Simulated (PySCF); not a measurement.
# How far each method lies from RCCSDT(Q) for H$_{2}$N–GaH$_{2}$, singlet

Geometry: a PBE0/def2-TZVP stationary point for this spin, not checked as a minimum.

```xyz
6

N     0.0000    0.0000    1.4857
Ga    0.0000    0.0000   -0.3279
H     0.0000    0.8333    2.0488
H     0.0000   -0.8333    2.0488
H     0.0000    1.3943   -1.0310
H     0.0000   -1.3943   -1.0310
```

Basis cc-pVDZ; PySCF 2.14.0. Correlated methods freeze the noble-gas cores and the filled d shells of p-block atoms, which leaves 12 electrons in 46 orbitals. Prefix R: restricted or restricted open-shell reference. No spin–orbit coupling is included, and no scalar relativity.

Full CI isn't at hand for all of this; RCCSDT(Q) serves as the reference, and is uncertain by the last step of the cluster series or more.

- T1 diagnostic (ROHF- or RHF-based CCSD): 0.0160
- largest doubles amplitude (ROHF- or RHF-based CCSD): 0.051

```tsv
level	E − E(RCCSDT(Q)) (kcal/mol)	share of correlation (%)	wall time
RHF	173.59	0.00	–
RMP2	21.11	87.84	–
RCCSD	4.65	97.32	–
RCCSD(T)	0.74	99.57	1.7 s
RCCSDT	0.37	99.79	–
```

The correlation energy at RCCSDT(Q), counted from RHF, is -7.527 eV. That run took 3.5 min on 1 thread of Arm Neoverse V2, shared host.

Times are those of the correlated step on a shared host, with one SCF added for the restricted CCSD run; they ran on 1 thread of Arm Neoverse V2.
